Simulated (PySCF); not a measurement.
C4H5P.
Bonds: C1–C2 (double), C2–P3, P3–C4, C4–C5 (double), P3–C5. Hydrogens: H6, H7 on C1; H8 on C2; H9 on C4; H10 on C5.

The calculation used PBE0-D3(BJ)/def2-SVP geometry optimisation, gas phase (PySCF).

**Question.** List the bond lengths, angles and torsions at this level.

**Answer.** 
| bond | length (Å) | order |
| --- | --- | --- |
| C1=C2 | 1.337 | double |
| C2–P3 | 1.833 | single |
| P3–C4, P3–C5 | 1.837 | single |
| C4=C5 | 1.304 | double |
| C1–H6 | 1.096 | single |
| C1–H7 | 1.095 | single |
| C2–H8 | 1.099 | single |
| C4–H9, C5–H10 | 1.090 | single |

Bonds in one row agree within 0.01 Å and their mean is given. Orders are formal, as drawn. A selection of angles:
| angle | degrees |
| --- | --- |
| C2–C1–H6 | 121.2 |
| C2–C1–H7 | 122.1 |
| H6–C1–H7 | 116.7 |
| C1–C2–P3 | 120.8 |
| C1–C2–H8 | 120.4 |
| P3–C2–H8 | 118.8 |
| C2–P3–C4 | 102.9 |
| C4–P3–C5 | 41.6 |
| P3–C4–C5 | 69.2 |
| P3–C4–H9 | 146.0 |
| C5–C4–H9 | 144.8 |

Torsions: C1–C2–P3–C4 -159° (antiperiplanar); C2–P3–C4–C5 -95° (anticlinal); C2–P3–C5–C4 95° (anticlinal).

P3 (phosphine phosphorus) is pyramidal (angles 103.0°, 102.9° and 41.6°, sum 247.5°, 1.09 Å off the plane of its three neighbours). The 3-membered ring P3–C4–C5 has internal angles of 41.6° to 69.2°. The C–C distances run from 1.304 Å (C4=C5, drawn double) to 1.337 Å (C1=C2, drawn double), a spread of 0.033 Å.

Point group: Cs (every atom within 0.08 Å of its image). No PBE0-D3(BJ)/def2-SVP frequencies stand behind this structure, so it isn't proved a minimum. The numbers are those of one conformer.
